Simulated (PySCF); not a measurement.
Compound: SO2.
SMILES: `O=S=O`

Method: B3LYP/def2-SVPD in PySCF (dipole) on a GFN2-xTB geometry, gas phase.

Masses are those of the commonest isotopes; rigid-rotor values at the optimised geometry. 

(1) Give the principal moments of inertia and the rotational constants in MHz.

(2) Classify the top.

Answers

(1) Ia = 9.14, Ib = 47.51, Ic = 56.65 u·Å²; 505379 MHz·u·Å²/I gives A = 55278, B = 10637, C = 8920 MHz.

(2) A near-prolate asymmetric top: κ = (2 × 10637 − 55278 − 8920)/(55278 − 8920) = -0.93.

The dipole components are |μa| = 0.00 D, |μb| = 1.86 D, |μc| = 0.00 D. The nuclei that the symmetry axis exchanges have no spin, so part of the rotational levels is missing.

Question: Estimate the classical rotational partition function at 200 K and 298.15 K.

Answer: Point group C2v, symmetry number σ = 2; q = (√π/σ)·√((kT/h)³/(ABC)), k/h = 20836.6 MHz/K: 3290 at 200 K, 5990 at 298.15 K.

Stationary, but not proved a minimum. Constants of a rigid frame at the computed geometry: no zero-point averaging, no centrifugal distortion.

Time: 2.1 s of wall time. Hardware: an x86-64 server with one thread, no GPU, on a shared host. This is the B3LYP/def2-SVPD job that gave the dipole, with the excitations it also computed.
